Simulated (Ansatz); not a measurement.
## N2: the interaction energy of a dimer with the counterpoise correction, step by step

With Ansatz 0.2.0, Python API.

Typed at the interpreter:
```pycon
>>> import ansatz as az
>>> import numpy as np
>>> FIRST = [
...     ('N', (0.0, 0.0, -0.655)),
...     ('N', (0.0, 0.0, 0.655)),
... ]
>>> SECOND = [
...     ('N', (2.353, -0.553, -2.06)),
...     ('N', (2.1082, 0.7003, -1.7676)),
... ]
>>> def energy(atoms, ghosts=()):
...     molecule = az.Crystal.molecule()
...     for symbol, xyz in atoms:
...         molecule = molecule.atom(symbol, xyz)
...     calc = (
...         molecule.calculation()
...         .basis(gaussian='def2-SVPD')  # the orbital basis, by name
...         .correlation('mp2')  # correlation on top of the mean field
...     )
...     deck = calc.input()
...     if ghosts:
...         deck = deck.set(az.key.basis.gaussian.ghost_atoms, [{'symbol': s, 'position_ang': list(xyz)} for s, xyz in ghosts])
...     return az.Session.from_dict(deck).plan().execute().report['free_energy_ev']
...
>>> # ghost atoms carry the functions of the partner
>>> direction = np.array([0.7587, 0.0251, -0.651])
>>> print('shift (A)   counterpoise-corrected interaction (kJ/mol)')
shift (A)   counterpoise-corrected interaction (kJ/mol)
>>> for shift in (-0.3, 0.0, 0.4, 1.0, 2.0):
...     moved = [(s, tuple(np.round(np.array(xyz) + shift * direction, 4))) for s, xyz in SECOND]
...     gain = energy(FIRST + moved) - energy(FIRST, moved) - energy(moved, FIRST)
...     print(f'{shift:8.2f} {96.485332 * gain:14.3f}')
...
   -0.30         71.808
    0.00         21.703
    0.40          2.066
    1.00         -1.681
    2.00         -0.643
```

Caveats:
- The dimer is a generated trial pose of unrelaxed monomers, not a minimum, so the figure is no binding energy, and the basis set is small.
- The spin state was assumed, and another may lie lower.
- Run time: 10 s on 1 thread of Intel(R) Xeon(R) Processor @ 2.30GHz (shared host), peak memory 0.24 GiB.
